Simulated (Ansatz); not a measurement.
Q: Predict a relaxed structure of the cluster C₃⁻, charge -1, doublet, at PBE0-D4/def2-TZVPD (Ansatz).

A: 
```xyz
3

C     0.000    0.000    0.000
C     1.212    0.261    0.396
C    -1.212   -0.261   -0.396
```
Point group D∞h (tolerance 0.1 Å). This is one stationary point.

The highest occupied level of the charge -1 doublet lies above zero (up to 0.07 eV). By energy differences its removal costs 2.23 eV (vertical, to the charge 0 singlet, at PBE0-D4/def2-TZVPD); a positive level beside a positive removal energy at the same level points to self-interaction error. The relaxation made no stability test and no search for a lower SCF solution. The structure comes from a short search, and lower isomers may exist.
